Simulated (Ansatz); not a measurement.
Me2S2 (C₂H₆S₂), 10 atoms. Hardware: 4 threads of Intel Xeon 6975P-C on a shared host.

Correlated methods freeze 12 core orbitals.

(1) How many basis functions does each of these Ansatz runs have, and roughly what does it cost? MP2/def2-TZVP, charge 0 singlet, energy, from earlier orbitals; PBE-D4/def2-TZVP, charge 1 doublet at the geometry of the charge 0 singlet, energy, from earlier orbitals; HSE06-D4/def2-TZVP, charge 0 singlet, energy, from earlier orbitals; PBE-D4/def2-SVP, charge 0 singlet, energy, from earlier orbitals; PBE-D4/def2-TZVP, charge 0 triplet at the geometry of the charge 0 singlet, energy, from earlier orbitals; PBE-D4/def2-SVP, charge 0 singlet, relaxation, 6 steps; PBE0-D4/def2-TZVP, charge 1 doublet at the geometry of the charge 0 singlet, energy, from earlier orbitals; r2SCAN-D4/def2-TZVP, charge 0 singlet, energy and forces, from earlier orbitals; r2SCAN0-D4/def2-TZVP, charge 0 singlet, energy, from earlier orbitals; HF/STO-3G, charge 0 singlet, energy; CCSD(T)/def2-TZVPP, charge 0 singlet, energy, from earlier orbitals; BHLYP-D4/def2-TZVP, charge 0 singlet, energy, from earlier orbitals.

Answers

(1) Other jobs shared the machine, so times can vary by a factor of up to 3. A dash marks memory too small to be measured apart from the calling script's.

```csv
run,functions,fitting or Cholesky vectors,wall time,peak host memory (GiB)
"HF/STO-3G, charge 0 singlet, energy",34,419,0.1 s,–
"PBE-D4/def2-SVP, charge 0 singlet, energy, from earlier orbitals",94,1074,0.4 s,–
"BHLYP-D4/def2-TZVP, charge 0 singlet, energy, from earlier orbitals",172,1294,0.9 s,–
"HSE06-D4/def2-TZVP, charge 0 singlet, energy, from earlier orbitals",172,1166,1 s,–
"MP2/def2-TZVP, charge 0 singlet, energy, from earlier orbitals",172,1141,1.1 s,–
"PBE-D4/def2-TZVP, charge 1 doublet at the geometry of the charge 0 singlet, energy, from earlier orbitals",172,1146,1.2 s,–
"PBE-D4/def2-TZVP, charge 0 triplet at the geometry of the charge 0 singlet, energy, from earlier orbitals",172,1146,1.2 s,–
"r2SCAN0-D4/def2-TZVP, charge 0 singlet, energy, from earlier orbitals",172,1166,1.4 s,–
"r2SCAN-D4/def2-TZVP, charge 0 singlet, energy and forces, from earlier orbitals",172,1146,1.4 s,–
"PBE-D4/def2-SVP, charge 0 singlet, relaxation, 6 steps",94,1074,2.9 s,–
"PBE0-D4/def2-TZVP, charge 1 doublet at the geometry of the charge 0 singlet, energy, from earlier orbitals",172,1166,3.8 s,0.72
"CCSD(T)/def2-TZVPP, charge 0 singlet, energy, from earlier orbitals",230,1316,46 s,1.7
```
